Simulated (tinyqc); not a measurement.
UKS/LDA (VWN5) in the sto-3g basis, for H2O+, spin multiplicity 2, step by step (part 2 of 2). Computed by tinyqc, a small Python program that keeps every step (integrals from PySCF). Command: `OMP_NUM_THREADS=1 python tinyqc.py 26029 26030 out.jsonl` (the two numbers bound the seeds that draw the settings). One thread of a shared host (Intel(R) Xeon(R) Processor @ 2.60GHz), about 2 s of CPU time with the checks.

Geometry (angstrom):
```
atom,x,y,z
O,0.000000,0.000000,0.000000
H,0.000000,1.160000,0.725000
H,0.000000,-1.160000,0.725000
```

## Iteration 2: building the Kohn-Sham matrix

D(alpha) after iteration 1:
```
,1O 1s,1O 2s,1O 2px,1O 2py,1O 2pz,2H 1s,3H 1s
1O 1s,1.062874,-0.272891,0.000000,0.000000,0.001932,0.041241,0.041241
1O 2s,-0.272891,1.198355,0.000000,0.000000,-0.027607,-0.257393,-0.257393
1O 2px,0.000000,0.000000,1.000000,0.000000,0.000000,0.000000,0.000000
1O 2py,0.000000,0.000000,0.000000,0.087058,0.000000,0.188380,-0.188380
1O 2pz,0.001932,-0.027607,0.000000,0.000000,0.049153,0.147253,0.147253
2H 1s,0.041241,-0.257393,0.000000,0.188380,0.147253,0.874584,0.059333
3H 1s,0.041241,-0.257393,0.000000,-0.188380,0.147253,0.059333,0.874584
```

D(beta) after iteration 1:
```
,1O 1s,1O 2s,1O 2px,1O 2py,1O 2pz,2H 1s,3H 1s
1O 1s,1.062918,-0.273175,0.000000,0.000000,0.000227,0.041901,0.041901
1O 2s,-0.273175,1.200079,0.000000,0.000000,-0.019125,-0.261137,-0.261137
1O 2px,0.000000,0.000000,0.000000,0.000000,0.000000,0.000000,0.000000
1O 2py,0.000000,0.000000,0.000000,0.076662,0.000000,0.178877,-0.178877
1O 2pz,0.000227,-0.019125,0.000000,0.000000,0.041787,0.135728,0.135728
2H 1s,0.041901,-0.261137,0.000000,0.178877,0.135728,0.891496,0.056746
3H 1s,0.041901,-0.261137,0.000000,-0.178877,0.135728,0.056746,0.891496
```

core Hamiltonian H = T + V (hartree):
```
,1O 1s,1O 2s,1O 2px,1O 2py,1O 2pz,2H 1s,3H 1s
1O 1s,-32.388947,-7.534226,0.000000,0.000000,-0.008057,-0.662205,-0.662205
1O 2s,-7.534226,-9.016939,0.000000,0.000000,-0.101096,-1.755185,-1.755185
1O 2px,0.000000,0.000000,-7.190049,0.000000,0.000000,0.000000,0.000000
1O 2py,0.000000,0.000000,0.000000,-7.262450,0.000000,-1.182018,1.182018
1O 2pz,-0.008057,-0.101096,0.000000,0.000000,-7.218331,-0.755389,-0.755389
2H 1s,-0.662205,-1.755185,0.000000,-1.182018,-0.755389,-3.767575,-0.373261
3H 1s,-0.662205,-1.755185,0.000000,1.182018,-0.755389,-0.373261,-3.767575
```

nuclear repulsion = 6.41762987 hartree

V_xc(alpha) (hartree):
```
,1O 1s,1O 2s,1O 2px,1O 2py,1O 2pz,2H 1s,3H 1s
1O 1s,-2.900769,-0.400746,0.000000,0.000000,0.000125,-0.035502,-0.035502
1O 2s,-0.400746,-0.706967,0.000000,0.000000,-0.012016,-0.140488,-0.140488
1O 2px,0.000000,0.000000,-0.750361,0.000000,0.000000,0.000000,0.000000
1O 2py,0.000000,0.000000,0.000000,-0.684627,0.000000,-0.108004,0.108004
1O 2pz,0.000125,-0.012016,0.000000,0.000000,-0.670130,-0.069337,-0.069337
2H 1s,-0.035502,-0.140488,0.000000,-0.108004,-0.069337,-0.506583,-0.029803
3H 1s,-0.035502,-0.140488,0.000000,0.108004,-0.069337,-0.029803,-0.506583
```

V_xc(beta) (hartree):
```
,1O 1s,1O 2s,1O 2px,1O 2py,1O 2pz,2H 1s,3H 1s
1O 1s,-2.881259,-0.385375,0.000000,0.000000,-0.000025,-0.034232,-0.034232
1O 2s,-0.385375,-0.629052,0.000000,0.000000,-0.014709,-0.130598,-0.130598
1O 2px,0.000000,0.000000,-0.617665,0.000000,0.000000,0.000000,0.000000
1O 2py,0.000000,0.000000,0.000000,-0.632977,0.000000,-0.103957,0.103957
1O 2pz,-0.000025,-0.014709,0.000000,0.000000,-0.620163,-0.067105,-0.067105
2H 1s,-0.034232,-0.130598,0.000000,-0.103957,-0.067105,-0.505089,-0.028612
3H 1s,-0.034232,-0.130598,0.000000,0.103957,-0.067105,-0.028612,-0.505089
```

E_xc = sum of w rho eps_xc = -7.58382413 hartree

Given earlier and not repeated: Two-electron integrals (ij|kl) in chemists' order.

J_ij = sum D_kl (ij|kl) with D = D(alpha) + D(beta); F = H + J + V_xc; E = tr D H + tr D J / 2 + E_xc + E_nn.

Coulomb J (hartree):
```
,1O 1s,1O 2s,1O 2px,1O 2py,1O 2pz,2H 1s,3H 1s
1O 1s,14.716962,2.664715,0.000000,0.000000,0.013643,0.233600,0.233600
1O 2s,2.664715,6.358363,0.000000,0.000000,0.164670,1.302928,1.302928
1O 2px,0.000000,0.000000,6.355886,0.000000,0.000000,0.000000,0.000000
1O 2py,0.000000,0.000000,0.000000,6.383257,0.000000,0.979803,-0.979803
1O 2pz,0.013643,0.164670,0.000000,0.000000,6.312777,0.639770,0.639770
2H 1s,0.233600,1.302928,0.000000,0.979803,0.639770,3.854987,0.294832
3H 1s,0.233600,1.302928,0.000000,-0.979803,0.639770,0.294832,3.854987
```

F(alpha) (hartree):
```
,1O 1s,1O 2s,1O 2px,1O 2py,1O 2pz,2H 1s,3H 1s
1O 1s,-20.572753,-5.270257,0.000000,0.000000,0.005711,-0.464106,-0.464106
1O 2s,-5.270257,-3.365543,0.000000,0.000000,0.051558,-0.592745,-0.592745
1O 2px,0.000000,0.000000,-1.584523,0.000000,0.000000,0.000000,0.000000
1O 2py,0.000000,0.000000,0.000000,-1.563820,0.000000,-0.310219,0.310219
1O 2pz,0.005711,0.051558,0.000000,0.000000,-1.575684,-0.184957,-0.184957
2H 1s,-0.464106,-0.592745,0.000000,-0.310219,-0.184957,-0.419171,-0.108232
3H 1s,-0.464106,-0.592745,0.000000,0.310219,-0.184957,-0.108232,-0.419171
```

F(beta) (hartree):
```
,1O 1s,1O 2s,1O 2px,1O 2py,1O 2pz,2H 1s,3H 1s
1O 1s,-20.553244,-5.254886,0.000000,0.000000,0.005561,-0.462836,-0.462836
1O 2s,-5.254886,-3.287628,0.000000,0.000000,0.048864,-0.582855,-0.582855
1O 2px,0.000000,0.000000,-1.451827,0.000000,0.000000,0.000000,0.000000
1O 2py,0.000000,0.000000,0.000000,-1.512170,0.000000,-0.306172,0.306172
1O 2pz,0.005561,0.048864,0.000000,0.000000,-1.525717,-0.182724,-0.182724
2H 1s,-0.462836,-0.582855,0.000000,-0.306172,-0.182724,-0.417677,-0.107041
3H 1s,-0.462836,-0.582855,0.000000,0.306172,-0.182724,-0.107041,-0.417677
```

total energy of this density = -72.60393845 hartree

## Iteration 2: diagonalisation and new density

X:
```
,1O 1s,1O 2s,1O 2px,1O 2py,1O 2pz,2H 1s,3H 1s
1O 1s,1.022764,-0.128993,0.000000,0.000000,-0.003115,0.013449,0.013449
1O 2s,-0.128993,1.074714,0.000000,0.000000,0.026198,-0.134752,-0.134752
1O 2px,0.000000,0.000000,1.000000,0.000000,0.000000,0.000000,0.000000
1O 2py,0.000000,0.000000,0.000000,1.035504,0.000000,-0.114160,0.114160
1O 2pz,-0.003115,0.026198,0.000000,0.000000,1.012999,-0.067147,-0.067147
2H 1s,0.013449,-0.134752,0.000000,-0.114160,-0.067147,1.050858,-0.023158
3H 1s,0.013449,-0.134752,0.000000,0.114160,-0.067147,-0.023158,1.050858
```

Diagonalise F' = X^T F X, C = X C', fill 5 alpha and 4 beta electrons from the bottom; D(s) = C_occ C_occ^T. Each column has its largest component positive (the first on a tie).

F' = X^T F X (alpha) (hartree):
```
,1,2,3,4,5,6,7
1,-20.207048,-2.606573,0.000000,0.000000,-0.013331,-0.019873,-0.019873
2,-2.606573,-2.471976,0.000000,0.000000,0.068939,-0.194063,-0.194063
3,0.000000,0.000000,-1.584523,0.000000,0.000000,0.000000,0.000000
4,0.000000,0.000000,0.000000,-1.538252,0.000000,-0.130106,0.130106
5,-0.013331,0.068939,0.000000,0.000000,-1.566515,-0.073384,-0.073384
6,-0.019873,-0.194063,0.000000,-0.130106,-0.073384,-0.277200,-0.029911
7,-0.019873,-0.194063,0.000000,0.130106,-0.073384,-0.029911,-0.277200
```

orbital energies (alpha) (hartree): MO1 -20.582429, MO2 -2.141186, MO3 -1.584523, MO4 -1.571049, MO5 -1.563964, MO6 -0.257987, MO7 -0.221576

coefficients C (alpha):
```
,MO1,MO2,MO3,MO4,MO5,MO6,MO7
1O 1s,0.994000,-0.267043,0.000000,-0.024152,0.000000,0.055908,0.000000
1O 2s,0.024853,1.037843,0.000000,0.095895,0.000000,-0.348885,0.000000
1O 2px,0.000000,0.000000,1.000000,0.000000,0.000000,0.000000,0.000000
1O 2py,0.000000,0.000000,0.000000,0.000000,1.003195,0.000000,-0.303207
1O 2pz,0.000534,-0.083696,0.000000,0.997400,0.000000,-0.184576,0.000000
2H 1s,-0.003505,-0.026361,0.000000,-0.005910,-0.007955,0.741747,0.767935
3H 1s,-0.003505,-0.026361,0.000000,-0.005910,0.007955,0.741747,-0.767935
```

F' = X^T F X (beta) (hartree):
```
,1,2,3,4,5,6,7
1,-20.189399,-2.602517,0.000000,0.000000,-0.013137,-0.020385,-0.020385
2,-2.602517,-2.391613,0.000000,0.000000,0.067406,-0.193937,-0.193937
3,0.000000,0.000000,-1.451827,0.000000,0.000000,0.000000,0.000000
4,0.000000,0.000000,0.000000,-1.484774,0.000000,-0.131643,0.131643
5,-0.013137,0.067406,0.000000,0.000000,-1.515983,-0.074078,-0.074078
6,-0.020385,-0.193937,0.000000,-0.131643,-0.074078,-0.277400,-0.029822
7,-0.020385,-0.193937,0.000000,0.131643,-0.074078,-0.029822,-0.277400
```

orbital energies (beta) (hartree): MO1 -20.562375, MO2 -2.064655, MO3 -1.521295, MO4 -1.512182, MO5 -1.451827, MO6 -0.255891, MO7 -0.220171

coefficients C (beta):
```
,MO1,MO2,MO3,MO4,MO5,MO6,MO7
1O 1s,0.994188,-0.266053,-0.023779,0.000000,0.000000,0.057429,0.000000
1O 2s,0.024105,1.035848,0.094014,0.000000,0.000000,-0.355318,0.000000
1O 2px,0.000000,0.000000,0.000000,0.000000,1.000000,0.000000,0.000000
1O 2py,0.000000,0.000000,0.000000,1.000948,0.000000,0.000000,-0.310544
1O 2pz,0.000517,-0.084557,0.996540,0.000000,0.000000,-0.188784,0.000000
2H 1s,-0.003392,-0.022084,-0.002413,-0.002332,0.000000,0.741907,0.767972
3H 1s,-0.003392,-0.022084,-0.002413,0.002332,0.000000,0.741907,-0.767972
```

D(alpha) after iteration 2:
```
,1O 1s,1O 2s,1O 2px,1O 2py,1O 2pz,2H 1s,3H 1s
1O 1s,1.059932,-0.254761,0.000000,0.000000,-0.001208,0.003699,0.003699
1O 2s,-0.254761,1.086931,0.000000,0.000000,0.008796,-0.028013,-0.028013
1O 2px,0.000000,0.000000,1.000000,0.000000,0.000000,0.000000,0.000000
1O 2py,0.000000,0.000000,0.000000,1.006400,0.000000,-0.007981,0.007981
1O 2pz,-0.001208,0.008796,0.000000,0.000000,1.001813,-0.003690,-0.003690
2H 1s,0.003699,-0.028013,0.000000,-0.007981,-0.003690,0.000805,0.000679
3H 1s,0.003699,-0.028013,0.000000,0.007981,-0.003690,0.000679,0.000805
```

D(beta) after iteration 2:
```
,1O 1s,1O 2s,1O 2px,1O 2py,1O 2pz,2H 1s,3H 1s
1O 1s,1.059759,-0.253861,0.000000,0.000000,-0.000685,0.002561,0.002561
1O 2s,-0.253861,1.082401,0.000000,0.000000,0.006113,-0.023184,-0.023184
1O 2px,0.000000,0.000000,0.000000,0.000000,0.000000,0.000000,0.000000
1O 2py,0.000000,0.000000,0.000000,1.001896,0.000000,-0.002335,0.002335
1O 2pz,-0.000685,0.006113,0.000000,0.000000,1.000242,-0.000539,-0.000539
2H 1s,0.002561,-0.023184,0.000000,-0.002335,-0.000539,0.000510,0.000500
3H 1s,0.002561,-0.023184,0.000000,0.002335,-0.000539,0.000500,0.000510
```

## Convergence

Stop when the energy changes by less than 1e-08 hartree and every element of the error matrix X^T (F D S - S D F) X (for each spin) is below 3e-05.

Course of the cycle:
```
iteration,E (hartree),change,largest element of the error matrix
1,-73.44810242,-,1.75e-01
2,-72.60393845,8.44e-01,4.35e-01
3,-73.67414619,-1.07e+00,1.99e-01
4,-72.72838716,9.46e-01,4.34e-01
5,-73.68286126,-9.54e-01,2.00e-01
6,-72.72663589,9.56e-01,4.34e-01
7,-73.68273510,-9.56e-01,2.00e-01
8,-72.72666198,9.56e-01,4.34e-01
9,-73.68273699,-9.56e-01,2.00e-01
10,-72.72666159,9.56e-01,4.34e-01
11,-73.68273696,-9.56e-01,2.00e-01
12,-72.72666159,9.56e-01,4.34e-01
13,-73.68273696,-9.56e-01,2.00e-01
14,-72.72666159,9.56e-01,4.34e-01
...,...,...,...
52,-72.72666159,9.56e-01,4.34e-01
53,-73.68273696,-9.56e-01,2.00e-01
54,-72.72666159,9.56e-01,4.34e-01
55,-73.68273696,-9.56e-01,2.00e-01
56,-72.72666159,9.56e-01,4.34e-01
57,-73.68273696,-9.56e-01,2.00e-01
58,-72.72666159,9.56e-01,4.34e-01
59,-73.68273696,-9.56e-01,2.00e-01
60,-72.72666159,9.56e-01,4.34e-01
61,-73.68273696,-9.56e-01,2.00e-01
62,-72.72666159,9.56e-01,4.34e-01
63,-73.68273696,-9.56e-01,2.00e-01
64,-72.72666159,9.56e-01,4.34e-01
65,-73.68273696,-9.56e-01,2.00e-01
```

PySCF UKS in the same basis, fine grid, after a stability check = -74.32480374 hartree

Not converged within the cap of 65 iterations: the residual has stopped falling: the iteration swings between two states. Reruns (cap 100 unless said): DIIS 8: converged in 10; damping 0.5: converged in 28; level shift 0.5: converged in 24; atomic densities as start, DIIS 8: converged in 9; the original settings with a cap of 400: not converged.
